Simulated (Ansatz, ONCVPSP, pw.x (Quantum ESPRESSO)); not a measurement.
pw.x on diamond Ti: one setting changed

Potential: optimised norm-conserving Vanderbilt (ONCV), ONCVPSP 4.0.1.1 (patched build), PBEsol; core [Ne], reference 3s2 3p6 3d2 4s2; waves: 3s+4s: rc 1.50 bohr, ncon 3, nbas 7, qcut 7.9 1/bohr, 2 projectors; 3p: rc 1.55 bohr, ncon 3, nbas 7, qcut 7.2 1/bohr, 1 projector; 3d: rc 1.50 bohr, ncon 4, nbas 8, qcut 11.8 1/bohr, 1 projector; local part: polynomial inside 1.45 bohr (lpopt 5, dvloc0 0 Ha); core correction: none.

The reference run (k-mesh 8³, cutoffs 120/480 Ry, Fermi–Dirac 0.01 Ry, mixing_beta 0.4, conv_thr 1e-9, no spin) gives 0.14 GPa at 21.349 Å³/atom, where all-electron LAPW gives -0.01 GPa. This run, with its own iteration cap, changes degauss to 0.02.

```
&control
  calculation='scf', prefix='x', pseudo_dir='./', outdir='./tmp', tstress=.true., disk_io='none'
/
&system
  ibrav=0, nat=2, ntyp=1, ecutwfc=120, ecutrho=480, nbnd=21,
  occupations='smearing', smearing='fd', degauss=0.02
/
&electrons
  conv_thr=1e-09, mixing_beta=0.4, electron_maxstep=60
/
ATOMIC_SPECIES
Ti 1.0 Ti.UPF
CELL_PARAMETERS angstrom
  0.00000000 2.77412385 2.77412385
  2.77412385 0.00000000 2.77412385
  2.77412385 2.77412385 0.00000000
ATOMIC_POSITIONS crystal
Ti 0.0000 0.0000 0.0000
Ti 0.2500 0.2500 0.2500
K_POINTS automatic
8 8 8 0 0 0
```

```bash
pw.x < Ti.scf.in > Ti.scf.out
```

Q: How does the run end?

A: It converges in 9 iterations; the free energy moves by -235.3 meV/atom and the pressure by +1.85 GPa. In a metal, with Fermi–Dirac smearing, F lies below its zero-width value by a term in the square of the width.

```
Message from routine setup:
     using ibrav=0 with symmetry is DISCOURAGED, use correct ibrav instead
     lattice parameter (alat)  =       7.4138  a.u.
     unit-cell volume          =     288.1404 (a.u.)^3
     number of electrons       =        24.00
     number of Kohn-Sham states=           21
     kinetic-energy cutoff     =     120.0000  Ry
     charge density cutoff     =     480.0000  Ry
     scf convergence threshold =      1.0E-09
     Exchange-correlation= PBESOL
     number of k points=    29  Fermi-Dirac smearing, width (Ry)=  0.0200
     iteration #  1     ecut=   120.00 Ry     beta= 0.40
     total energy              =    -232.98609414 Ry
     estimated scf accuracy    <       0.03063331 Ry
     iteration #  2     ecut=   120.00 Ry     beta= 0.40
     total energy              =    -232.99126105 Ry
     estimated scf accuracy    <       0.00318417 Ry
     iteration #  3     ecut=   120.00 Ry     beta= 0.40
     total energy              =    -232.99115668 Ry
     estimated scf accuracy    <       0.00073438 Ry
     [... 3 iterations left out ...]
     iteration #  7     ecut=   120.00 Ry     beta= 0.40
     total energy              =    -232.99126741 Ry
     estimated scf accuracy    <       0.00000008 Ry
     iteration #  8     ecut=   120.00 Ry     beta= 0.40
     total energy              =    -232.99126744 Ry
     estimated scf accuracy    <          3.8E-09 Ry
     iteration #  9     ecut=   120.00 Ry     beta= 0.40
     the Fermi energy is     9.9516 ev
!    total energy              =    -232.99126744 Ry
     estimated scf accuracy    <          5.8E-10 Ry
     smearing contrib. (-TS)   =      -0.08640774 Ry
     The total energy is F=E-TS. E is the sum of the following terms:
     one-electron contribution =    -121.58270873 Ry
     hartree contribution      =      65.55804266 Ry
     xc contribution           =     -28.91196571 Ry
     ewald contribution        =    -147.96822792 Ry
     convergence has been achieved in   9 iterations
          total   stress  (Ry/bohr**3)                   (kbar)     P=       19.85
     Message from routine punch:
     Nothing written, as per user request (disk_io='none')
```

The run took about 74 s on one core of a shared host (Neoverse-V1, 32 threads, 247 GiB, load 12).
